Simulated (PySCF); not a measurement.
# A diatomic session: PO

What are the lowest state that PBE0 finds, the bond length, vibrational wavenumber and bond energy of PO, and how much do these hang on the method?

The runs use PySCF 2.14.0; P def2-TZVPP, O def2-TZVPP, no relativity.

## (1) The job

A driver script around PySCF takes these settings:

| Property | Result |
| --- | --- |
| atoms | P, O |
| charge | 0 |
| basis | P def2-TZVPP, O def2-TZVPP |
| Hamiltonian | no relativity |
| basis functions | 73 |
| electrons treated | 23 |
| masses in u | 30.9738, 15.9949 |
| levels | PBE0, PBE, r²SCAN, TPSSh, M06, B97-3, BLYP, CAM-B3LYP, HF, MP2, SCS-MP2, CCSD, CCSD(T) |
| grid | 80 radial by 434 angular points |
| occupations | held fixed by the projection of orbital angular momentum |
| dissociation limit | P + O, each in its ground configuration |
| starting distance in angstrom | 1.665 |
| values of 2S to try | 1, 3, 5 |

Started as:

```
OMP_NUM_THREADS=1 python dia.py task.json out
```

After the search, every level is run at each distance in turn; below they are sorted by level.

## (2) Search for the lowest state

At the starting distance of 1.665 Å the search finds these solutions (others can lie among them):

```
2Ms+1   unpaired          term  E (eV)  ⟨S²⟩  ⟨Lz²⟩  μ (D)
    2        π ↑            ²Π    0.00  0.76   1.01  -2.68
    4      π ↑↑↑            ⁴Π    2.40  3.76   1.00  -0.53
    2      π ↑↑↓  not assigned    2.80  1.77   3.04  -0.56
    4  σ ↑, π ↑↑           ⁴Σ⁻    3.22  3.76   0.00  -1.96
    2  σ ↑, π ↑↓  not assigned    3.89  1.77   2.03  -1.62
    2  σ ↓, π ↑↑  not assigned    3.90  1.77   0.00  -1.51
```

6 of 14 solutions are listed, lowest first.

A term symbol stands only where ⟨S²⟩ and ⟨Lz²⟩ are near those of a pure state. A positive dipole means P(−)O(+).

Followed over a short scan are these candidates:

```
2Ms+1  unpaired  R at minimum (Å)  energy at minimum (eV)
    2       π ↑              1.48                    0.00
    4     π ↑↑↑              1.72                    3.20
```

The search made 17 SCF attempts at the starting distance; with the short scans it took 30 s of wall time (1 thread of Arm Neoverse V2, shared host).

## (3) First curve: PBE0

State followed: ²Π (doublet), unpaired electrons π ↑. The scan is laid around 1.475 Å.

The SCF at the reference distance, 1.475 Å, printed:

```text
******** <class 'pyscf.dft.uks_symm.SymAdaptedUKS'> ********
method = SymAdaptedUKS
initial guess = minao
damping factor = 0
level_shift factor = 0
DIIS = <class 'pyscf.scf.diis.CDIIS'>
diis_start_cycle = 1
diis_space = 10
diis_damp = 0
SCF conv_tol = 1e-09
SCF conv_tol_grad = None
SCF max_cycles = 60
direct_scf = False
max_memory 2100 MB (current use 420 MB)
number electrons alpha = 12  beta = 11
XC library pyscf.dft.libxc version 7.0.0
    S. Lehtola, C. Steigemann, M. J.T. Oliveira, and M. A.L. Marques.,  SoftwareX 7, 1–5 (2018)
XC functionals = PBE0
    C. Adamo and V. Barone.,  J. Chem. Phys. 110, 6158 (1999)
    M. Ernzerhof and G. E. Scuseria.,  J. Chem. Phys. 110, 5029 (1999)
small_rho_cutoff = 0
Overwritten attributes  get_k get_j get_hcore get_jk get_occ  of <class 'pyscf.dft.uks_symm.SymAdaptedUKS'>
<class 'pyscf.dft.uks_symm.SymAdaptedUKS'> does not have attributes  refdm
Set gradient conv threshold to 3.16228e-05
init E= -416.355059904668
cycle= 1 E= -416.373219651839  delta_E= -0.0182  |g|= 0.0364  |ddm|= 0.0609
cycle= 2 E= -416.370508261886  delta_E= 0.00271  |g|= 0.092  |ddm|= 0.0613
cycle= 3 E= -416.37385486088  delta_E= -0.00335  |g|= 0.00623  |ddm|= 0.0416
cycle= 4 E= -416.373867624116  delta_E= -1.28e-05  |g|= 0.0018  |ddm|= 0.00477
cycle= 5 E= -416.373868876215  delta_E= -1.25e-06  |g|= 0.000237  |ddm|= 0.000925
cycle= 6 E= -416.373868903699  delta_E= -2.75e-08  |g|= 4.8e-05  |ddm|= 0.000203
cycle= 7 E= -416.373868906847  delta_E= -3.15e-09  |g|= 1.62e-05  |ddm|= 7.28e-05
cycle= 8 E= -416.373868907757  delta_E= -9.09e-10  |g|= 7.6e-06  |ddm|= 4.32e-05
Extra cycle  E= -416.373868907874  delta_E= -1.17e-10  |g|= 1.04e-05  |ddm|= 1.42e-05
converged SCF energy = -416.373868907874  <S^2> = 0.75581183  2S+1 = 2.0058034
```

Points of the scan, energies from the lowest:

```
 R (Å)  E (eV)  μ (D)  Mulliken charge of P (e)  Mayer bond order  ⟨S²⟩  HOMO (eV)  LUMO (eV)
1.2685  2.0778  -1.28                      0.22              2.17  0.76      -4.97      -2.51
1.3275  0.9285  -1.51                      0.25              2.17  0.76      -5.21      -2.74
1.3865  0.2923  -1.73                      0.28              2.16  0.76      -5.45      -2.98
1.4307  0.0652  -1.90                      0.31              2.15  0.76      -5.63      -3.16
1.4750  0.0000  -2.06                      0.33              2.14  0.76      -5.81      -3.33
1.5193  0.0608  -2.21                      0.35              2.14  0.76      -5.98      -3.50
1.5783  0.2879  -2.41                      0.37              2.13  0.76      -6.20      -3.73
1.6520  0.7334  -2.64                      0.39              2.13  0.76      -6.46      -3.99
1.7405  1.4094  -2.89                      0.39              2.11  0.78      -6.75      -4.27
1.8585  2.4254  -3.20                      0.39              2.14  0.76      -7.09      -4.62
```

Fit: Re = 1.474 Å, ωe = 1288 cm⁻¹, ωexe = 5.49 cm⁻¹, αe = 0.00473 cm⁻¹, Be = 0.7357 cm⁻¹, De = 5.99 eV, μ = -2.05 D.

Orbitals nearest the gap at 1.475 Å:

```
spin  orbital  ε (eV)  filled                        made of
   β        σ  -28.33     yes             O s 73 %, P s 12 %
   α        σ  -15.69     yes   P s 62 %, O p 21 %, O s 13 %
   β        σ  -14.88     yes   P s 56 %, O p 27 %, O s 15 %
   α        π  -11.61     yes             O p 71 %, P p 26 %
   α        π  -11.12     yes             O p 69 %, P p 26 %
   α        σ  -11.08     yes   O p 49 %, P p 26 %, P s 20 %
   β        π  -10.99     yes             O p 70 %, P p 26 %
   β        σ  -10.59     yes   O p 42 %, P p 27 %, P s 27 %
   β        π  -10.36     yes             O p 72 %, P p 23 %
   α        π   -5.81     yes             P p 75 %, O p 20 %
   α        π   -3.33      no             P p 75 %, O p 20 %
   β        π   -3.03      no             P p 76 %, O p 19 %
   β        π   -2.02      no             P p 80 %, O p 17 %
   α        σ    0.62      no  P p 101 %, P s 15 %, P d 11 %
```

Polarisability there: 26.9 bohr³ along the bond, 18.3 across it. Without diffuse functions these come out too small, above all across the bond.

## (4) Fields at the reference distance

The fields below are evaluated on a grid from the run's orbitals.

Frontier orbitals at PBE0 (alpha spin), with the share of their density that lies nearest to each atom:

```
orbital  energy (eV)           lies on
 HOMO-1       -11.08  O2 55 %; P1 45 %
   HOMO        -5.81  P1 77 %; O2 23 %
   LUMO        -3.33  P1 76 %; O2 24 %
```

ELF in a plane through or near 2 of the atoms.

Ten even steps from '0' (0.00) to '9' (0.91):
```
0000000000000000000000000000
0000000000000000000000000000
0000000000000000000000000000
0000001112222222111000000000
0000001233332222221100000000
0000124566554444443221000000
0001346888655666666542100000
0002568985223778888775210000
0003679961451588669986320000
0013689844994486758997420000
0013689844994486648997420000
0003679961551588679986320000
0002568985223778888775210000
0001346888665666666542100000
0000124566554444443221000000
0000001233332222221100000000
0000001112222222111000000000
0000000000000000000000000000
0000000000000000000000000000
0000000000000000000000000000
```
The map spans 6.7 Å across and 5.2 Å up, centred on the molecule. Atoms in the plane (x, y in Å): P1 (-0.7, 0.0), O2 (0.7, 0.0).

On the surface of density 0.002 e/bohr³ the electrostatic potential runs, from the 1st to the 99th percentile, from -1.33 V near O2 to 1.84 V near P1.

The spin density lies nearest to P1 77 %; O2 23 %.

## (5) Other states along the same grid

State 2: ⁴Π (quartet), unpaired electrons π ↑↑↑, an excited solution.

Output of the SCF at 1.475 Å:

```text
[... 13 set-up lines left out, the same as in an earlier log ...]
max_memory 2100 MB (current use 468 MB)
number electrons alpha = 13  beta = 10
[... 7 set-up lines left out, the same as in an earlier log ...]
init E= -416.210993275083
cycle= 1 E= -416.215708129841  delta_E= -0.00471  |g|= 0.0197  |ddm|= 0.05
cycle= 2 E= -416.215739375182  delta_E= -3.12e-05  |g|= 0.0205  |ddm|= 0.0389
cycle= 3 E= -416.215896896041  delta_E= -0.000158  |g|= 0.00378  |ddm|= 0.0145
cycle= 4 E= -416.215900929628  delta_E= -4.03e-06  |g|= 0.000609  |ddm|= 0.00231
cycle= 5 E= -416.215901087723  delta_E= -1.58e-07  |g|= 4.91e-05  |ddm|= 0.000534
cycle= 6 E= -416.215901090169  delta_E= -2.45e-09  |g|= 2.11e-05  |ddm|= 0.000106
cycle= 7 E= -416.215901090461  delta_E= -2.92e-10  |g|= 5.82e-06  |ddm|= 2.94e-05
Extra cycle  E= -416.215901090509  delta_E= -4.76e-11  |g|= 2.93e-06  |ddm|= 1.05e-05
converged SCF energy = -416.215901090509  <S^2> = 3.7634827  2S+1 = 4.0067357
```

Re = 1.719 Å, ωe = 782 cm⁻¹, ωexe = 4.09 cm⁻¹, αe = 0.00439 cm⁻¹, Be = 0.5410 cm⁻¹, μ = -0.77 D. Its minimum lies 3.19 eV above that of the lowest state.

Energy (eV) from the lowest point of the lowest state:

```
R (Å)  lowest  state 2
1.268   2.078    9.057
1.327   0.928    7.074
1.387   0.292    5.658
1.431   0.065    4.882
1.475   0.000    4.299
1.519   0.061    3.871
1.578   0.288    3.492
1.652   0.733    3.250
1.740   1.409    3.196
1.859   2.425    3.375
```

## (6) PBE

Log of the SCF at 1.475 Å:

```text
[... 17 set-up lines left out, the same as in an earlier log ...]
XC functionals = PBE
    J. P. Perdew, K. Burke, and M. Ernzerhof.,  Phys. Rev. Lett. 77, 3865 (1996)
    J. P. Perdew, K. Burke, and M. Ernzerhof.,  Phys. Rev. Lett. 78, 1396 (1997)
    J. P. Perdew, K. Burke, and M. Ernzerhof.,  Phys. Rev. Lett. 77, 3865 (1996)
    J. P. Perdew, K. Burke, and M. Ernzerhof.,  Phys. Rev. Lett. 78, 1396 (1997)
[... 2 set-up lines left out, the same as in an earlier log ...]
init E= -416.353939533588
cycle= 1 E= -416.354152857746  delta_E= -0.000213  |g|= 0.0593  |ddm|= 0.0745
cycle= 2 E= -416.332578945311  delta_E= 0.0216  |g|= 0.237  |ddm|= 0.149
cycle= 3 E= -416.355755006849  delta_E= -0.0232  |g|= 0.0176  |ddm|= 0.103
cycle= 4 E= -416.355918438451  delta_E= -0.000163  |g|= 0.00107  |ddm|= 0.0135
cycle= 5 E= -416.355918860491  delta_E= -4.22e-07  |g|= 0.000247  |ddm|= 0.00134
cycle= 6 E= -416.355918893531  delta_E= -3.3e-08  |g|= 4.91e-05  |ddm|= 0.000207
cycle= 7 E= -416.355918895063  delta_E= -1.53e-09  |g|= 1.6e-05  |ddm|= 6.04e-05
cycle= 8 E= -416.35591889525  delta_E= -1.86e-10  |g|= 6.06e-06  |ddm|= 2.15e-05
Extra cycle  E= -416.35591889518  delta_E= 6.97e-11  |g|= 1.61e-05  |ddm|= 1.23e-05
converged SCF energy = -416.35591889518  <S^2> = 0.75328132  2S+1 = 2.0032786
```

Re = 1.497 Å, ωe = 1200 cm⁻¹, ωexe = 5.72 cm⁻¹, αe = 0.00501 cm⁻¹, Be = 0.7135 cm⁻¹, De = 6.63 eV, μ = -1.90 D. 12 s of CPU time for 12 points, integrals apart.

## (7) r²SCAN (meta-GGA)

Log of the SCF at 1.475 Å:

```text
[... 17 set-up lines left out, the same as in an earlier log ...]
XC functionals = R2SCAN
    J. W. Furness, A. D. Kaplan, J. Ning, J. P. Perdew, and J. Sun.,  J. Phys. Chem. Lett. 11, 8208-8215 (2020)
    J. W. Furness, A. D. Kaplan, J. Ning, J. P. Perdew, and J. Sun.,  J. Phys. Chem. Lett. 11, 9248-9248 (2020)
    J. W. Furness, A. D. Kaplan, J. Ning, J. P. Perdew, and J. Sun.,  J. Phys. Chem. Lett. 11, 8208-8215 (2020)
    J. W. Furness, A. D. Kaplan, J. Ning, J. P. Perdew, and J. Sun.,  J. Phys. Chem. Lett. 11, 9248-9248 (2020)
[... 2 set-up lines left out, the same as in an earlier log ...]
init E= -416.521483597598
cycle= 1 E= -416.522156532836  delta_E= -0.000673  |g|= 0.0113  |ddm|= 0.0656
cycle= 2 E= -416.521682130508  delta_E= 0.000474  |g|= 0.0354  |ddm|= 0.0262
cycle= 3 E= -416.522222699118  delta_E= -0.000541  |g|= 0.00249  |ddm|= 0.0168
cycle= 4 E= -416.522226207785  delta_E= -3.51e-06  |g|= 0.000752  |ddm|= 0.00242
cycle= 5 E= -416.522227225088  delta_E= -1.02e-06  |g|= 0.000434  |ddm|= 0.00123
cycle= 6 E= -416.52222783353  delta_E= -6.08e-07  |g|= 0.000151  |ddm|= 0.00147
cycle= 7 E= -416.52222788343  delta_E= -4.99e-08  |g|= 6.56e-05  |ddm|= 0.000476
cycle= 8 E= -416.522227886705  delta_E= -3.27e-09  |g|= 7.27e-06  |ddm|= 0.000105
cycle= 9 E= -416.522227886766  delta_E= -6.14e-11  |g|= 1.69e-06  |ddm|= 1.48e-05
Extra cycle  E= -416.522227886762  delta_E= 3.87e-12  |g|= 4.14e-06  |ddm|= 3.16e-06
converged SCF energy = -416.522227886762  <S^2> = 0.75702275  2S+1 = 2.0070105
```

Re = 1.482 Å, ωe = 1252 cm⁻¹, ωexe = 5.70 cm⁻¹, αe = 0.00490 cm⁻¹, Be = 0.7278 cm⁻¹, De = 6.14 eV, μ = -1.93 D.

## (8) TPSSh (hybrid meta-GGA)

The SCF at the reference distance, 1.475 Å, printed:

```text
[... 17 set-up lines left out, the same as in an earlier log ...]
XC functionals = TPSSH
    V. N. Staroverov, G. E. Scuseria, J. Tao, and J. P. Perdew.,  J. Chem. Phys. 119, 12129 (2003)
[... 2 set-up lines left out, the same as in an earlier log ...]
init E= -416.598433118534
cycle= 1 E= -416.598817252708  delta_E= -0.000384  |g|= 0.0098  |ddm|= 0.0558
cycle= 2 E= -416.598552866546  delta_E= 0.000264  |g|= 0.027  |ddm|= 0.0233
cycle= 3 E= -416.598870343108  delta_E= -0.000317  |g|= 0.00251  |ddm|= 0.0128
cycle= 4 E= -416.598873169174  delta_E= -2.83e-06  |g|= 0.000463  |ddm|= 0.00276
cycle= 5 E= -416.598873245335  delta_E= -7.62e-08  |g|= 0.000127  |ddm|= 0.000301
cycle= 6 E= -416.598873253806  delta_E= -8.47e-09  |g|= 2.05e-05  |ddm|= 0.000109
cycle= 7 E= -416.598873254269  delta_E= -4.62e-10  |g|= 9.59e-06  |ddm|= 2.92e-05
Extra cycle  E= -416.598873254361  delta_E= -9.2e-11  |g|= 1.5e-05  |ddm|= 1.77e-05
converged SCF energy = -416.598873254361  <S^2> = 0.75599262  2S+1 = 2.0059837
```

Re = 1.484 Å, ωe = 1247 cm⁻¹, ωexe = 5.61 cm⁻¹, αe = 0.00488 cm⁻¹, Be = 0.7260 cm⁻¹, De = 5.98 eV, μ = -1.95 D. 25 s of CPU time for 12 points, integrals apart.

(Part 1 of 2 ends here.)
